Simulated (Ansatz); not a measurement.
# BFH2O: the cost of one run

Program: Ansatz 0.2.0. Level of theory: RKS r2SCAN-D4/def2-SVP. These are calculated values, not measurements.

## Step 1: The structure to begin with

Bond lengths: B1–H2 1.190 Å, B1–F3 1.320 Å, B1–O4 1.410 Å, O4–H5 1.010 Å. Angles: H2–B1–F3 120.0°, H2–B1–O4 120.0°, F3–B1–O4 120.0°, B1–O4–H5 109.5°.

Coordinates:

```xyz
5

B     0.0000    0.0000    0.0000
H     0.0000    0.0000    1.1900
F     1.1431    0.0000   -0.6600
O    -1.2211    0.0000   -0.7050
H    -1.7308   -0.8467   -0.4965
```

## Step 2: Relaxing the start

input.yaml reads:

```yaml
crystal:
  periodic: [false, false, false]
  atoms:
    - { symbol: B, position_ang: [0.0, 0.0, 0.0] }
    - { symbol: H, position_ang: [0.0, 0.0, 1.19] }
    - { symbol: F, position_ang: [1.1431, 0.0, -0.66] }
    - { symbol: O, position_ang: [-1.2211, 0.0, -0.705] }
    - { symbol: H, position_ang: [-1.7308, -0.8467, -0.4965] }
basis:
  gaussian: { orbitals: def2-SVP }
hamiltonian:
  xc: r2scan
  dispersion: d4
relax:
  f_tol: 0.02
  max_steps: 40
output:
  orbitals: {}
```

Run with:

```bash
$ ansatz run input.yaml --threads 1 --pin off --max-ram 2048MiB --backend cpu --events-out ev --progress --plain --runs-dir out
```

Q: Estimate wall time and peak memory on 1 thread of Arm Neoverse V2, shared host.

About 12 s, with a peak of 0.13 GiB.
